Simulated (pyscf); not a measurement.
Structures and frequencies: ωB97X-D3(BJ)/def2-SVP in PySCF. MP2 and CC: frozen core, UHF for open shells. ΔMP2 is the change of the MP2 total energy from the triple- to the quadruple-zeta basis.

SMILES: [BiH2][F]
```xyz
4

F      1.6283    -0.7644    -0.3455
Bi     0.2417     0.0719    -1.5893
H     -0.1575     1.4141    -0.4677
H     -1.1278    -0.8787    -0.9264
```

**Question.** What is the homolytic dissociation enthalpy (298 K, CCSD(T)/def2-TZVPP + ΔMP2(QZVPP)) of the Bi–F bond of F–BiH₂, to F• + BiH₂•?

**Answer.** Bi–F to F• + BiH₂•: 4.07 eV. The CCSD(T) − MP2 part came from Ansatz, without density fitting, on the same reference. The frozen core leaves the outer d or s,p core shells of the metals and heavy elements correlated in the MP2 and CC values, and def2-TZVPP describes them poorly, which can shift differences by a few kcal/mol. Left out: the spin-orbit lowering of F. Elements past Kr carry the def2 core potentials, without spin-orbit coupling.
